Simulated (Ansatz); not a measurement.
# C₂F (sextet): the correlation ladder, cc-pVDZ

Aim: climb from Hartree-Fock through coupled cluster for C₂F (sextet) at one geometry and basis, and see what each rung misses.

Computed with Ansatz 0.2.0, Gaussian basis. Level: cc-pVDZ, core rule «outside noble gas», up to 3 orbitals frozen.

Plan: UHF; CCSD(T) on ROHF; CCSD(T) on UHF; BCCD(T) on ROHF; CISD; CCSDT(Q) on ROHF; CCSDT(Q) on UHF.

27 further runs of the same task are left out: 6 for a known fault of the program, 11 that didn't finish, 10 set aside as unsound or not needed.

## 1. What is computed

The geometry is a PBE0/def2-TZVP stationary point (not a proven minimum) of the parent state, kept for this charge and spin.

3 atoms, charge 0, spin multiplicity 6.

Atoms are counted from 1 here; the program's logs count them from 0.

Bond lengths: C1–C2 1.444 Å, C2–F3 1.292 Å. Angles: C1–C2–F3 117.8°.

As a file:

```xyz
3

C     0.0000   -0.2306    1.3824
C     0.0000    0.5040    0.1387
F     0.0000   -0.1728   -0.9617
```

## 2. UHF

Input file in.yaml:

```yaml
crystal:
  periodic: [false, false, false]
  atoms:
    - {symbol: C, position_ang: [0.000000, -0.230648, 1.382426]}
    - {symbol: C, position_ang: [0.000000, 0.503978, 0.138719]}
    - {symbol: F, position_ang: [0.000000, -0.172798, -0.961661]}
basis:
  gaussian: {orbitals: cc-pVDZ}
magnetization: {spin_polarized: true, initial_magnetization: 5}
hamiltonian: {xc: hf}
output: {orbitals: {seedname: orbitals}}
```

Run with:

```console
> ansatz run in.yaml --threads 1 --pin off --events-out ev --progress --plain --max-ram 2393MiB
```

Further steps of the session: CCSD(T) on ROHF; CCSD(T) on UHF; BCCD(T) on ROHF; CISD; CCSDT(Q) on ROHF; CCSDT(Q) on UHF.

Before running them: what should the planned runs give, taken together? Wanted: UCCSDT(Q) below the RHF energy; RMP2 from UCCSDT(Q); UMP2 from UCCSDT(Q); RCCSD from UCCSDT(Q); RCCSD(T) from UCCSDT(Q); UCCSD(T) from UCCSDT(Q); RCCSDT(Q) from UCCSDT(Q); T1 diagnostic.

The runs gave:

| quantity | value |
| --- | --- |
| UCCSDT(Q) below the RHF energy | -9.2847 eV |
| RMP2 from UCCSDT(Q) | +861.1 meV |
| UMP2 from UCCSDT(Q) | +854.8 meV |
| RCCSD from UCCSDT(Q) | +228.4 meV |
| RCCSD(T) from UCCSDT(Q) | +39.4 meV |
| UCCSD(T) from UCCSDT(Q) | +38.0 meV |
| RCCSDT(Q) from UCCSDT(Q) | +4.9 meV |
| levels within 1 kcal/mol (43 meV) | RCCSD(T), UCCSD(T), BCCD(T), RCCSDT, UCCSDT, RCCSDT(Q) |
| T1 diagnostic | 0.024 |

What this shows: RCCSD(T) misses by +39.4 meV, 0.4 % of the correlation energy. These misses are within one basis, not against nature; the frozen cores of restricted and unrestricted runs differ, which can shift their rows.
